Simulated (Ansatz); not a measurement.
A made-up structure of BSiH2O (charge -1), closed shell:

O1  (-0.130, -1.374, 2.446)
B2  (0.517, 0.143, -0.946)
Si3  (0.097, -0.607, 0.867)
H4  (-0.572, 0.043, -1.300)
H5  (0.415, 1.229, -0.582)
(Å)

It is relaxed with PBE-D4/def2-SVPD and then PBE0-D4/def2-TZVPD (Ansatz 0.2.0). Atoms count as bonded within 1.22 times the sum of their covalent radii (H–H: 0.88 Å). The end point is not checked to be a true minimum.

Does its bonding change? (Judge from chemistry; the calculation decides.)

The calculation gives: No: no bond forms or breaks.

Where it ends: The first stage lowers the energy by 1.22 eV in 8 steps. It ends as BSiH₂O ([BH2][Si][O]), total charge -1:
```
5
angstrom
O 0.0742 -1.4284 2.2553
B 0.2676 0.1768 -0.6595
Si -0.1634 -0.4970 1.0447
H -0.5287 -0.1329 -1.5167
H 0.6772 1.3155 -0.6390
```

Labels in which every atom is bracketed show which atoms are joined, not bond orders.

For scale, one of the runs: PBE0-D4/def2-TZVPD relaxation, 138 basis functions, launched by `ansatz run in.yaml --threads 2 --pin off --events-out ev --progress --plain --max-ram 4352MiB`. Hardware: 2 CPU threads of an Arm Neoverse V2, shared host. Wall time about 9 s.
